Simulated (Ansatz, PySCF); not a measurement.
This Ansatz (a program for electronic structure) input computes a CCSD(T)/cc-pVDZ energy:

Ansatz 0.2 input:
```yaml
crystal:
  periodic: [false, false, false]
  atoms:
    - {symbol: C, position_ang: [-0.01154166, -0.76556749, 0.93697059]}
    - {symbol: C, position_ang: [-0.00055164, 0.59711357, 0.84098915]}
    - {symbol: C, position_ang: [-0.00224906, -0.80264408, -0.63844868]}
    - {symbol: C, position_ang: [0.00981811, 0.75689114, -0.66431055]}
    - {symbol: H, position_ang: [0.00073468, 1.37849926, 1.61112035]}
    - {symbol: H, position_ang: [-0.88855296, -1.26186408, -1.10165642]}
    - {symbol: H, position_ang: [0.88250307, -1.27538941, -1.09089155]}
    - {symbol: H, position_ang: [0.90183037, 1.21523446, -1.12950488]}
    - {symbol: H, position_ang: [-0.86936967, 1.22876090, -1.14027063]}
basis:
  gaussian:
    orbitals: cc-pVDZ
total_charge: -1
magnetization: {spin_polarized: false}
correlation: {method: ccsd_t, electrons: outside_noble_gas}
```

### Question
Write an input for the same energy in PySCF and say what it gives.

### Answer

```python
from pyscf import gto, scf, mp, cc as ccmod

mol = gto.M(
    atom='''
    C    -0.01154166   -0.76556749    0.93697059
    C    -0.00055164    0.59711357    0.84098915
    C    -0.00224906   -0.80264408   -0.63844868
    C     0.00981811    0.75689114   -0.66431055
    H     0.00073468    1.37849926    1.61112035
    H    -0.88855296   -1.26186408   -1.10165642
    H     0.88250307   -1.27538941   -1.09089155
    H     0.90183037    1.21523446   -1.12950488
    H    -0.86936967    1.22876090   -1.14027063
    ''',
    basis='cc-pvdz',
    charge=-1,
    spin=0,
    verbose=4,
)

mf = scf.RHF(mol)
mf.conv_tol = 1e-10
mf.max_cycle = 100
mf.kernel()
mp2 = mp.MP2(mf, frozen=4).run()
cc = ccmod.CCSD(mf, frozen=4)
cc.max_cycle = 100
cc.kernel()
et = cc.ccsd_t()
print(f'E(CCSD(T)) = {cc.e_tot + et:.9f}')
```
It gives -154.84430 Eh, and Ansatz -154.84429 Eh, a difference of 0.01 mEh.

It need not be the lowest isomer of its formula. Whether it binds its extra electron was not tested at this geometry.
